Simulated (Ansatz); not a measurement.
## Ansatz (development build ahead of 0.2.0) run

```yaml
crystal:
  periodic: [false, false, false]
  atoms:
    - { symbol: Al, position_ang: [0.0, 0.0, 0.0] }
    - { symbol: H, position_ang: [2.27476, 0.0, 1.90875] }
    - { symbol: H, position_ang: [-2.27476, 0.0, 1.90875] }
basis:
  gaussian: { orbitals: "6-31G" }
total_charge: 1
magnetization:
  initial_magnetization: 2
hamiltonian:
  xc: hf
correlation:
  method: fci
  frozen_orbitals: { Al: 5, H: 0 }
```

The input is written out in the form of the current development build from the run's settings.

Results

```yaml
Converged: yes
Total_energy: -242.68606 hartree
State: lowest triplet root, of any spatial symmetry
```
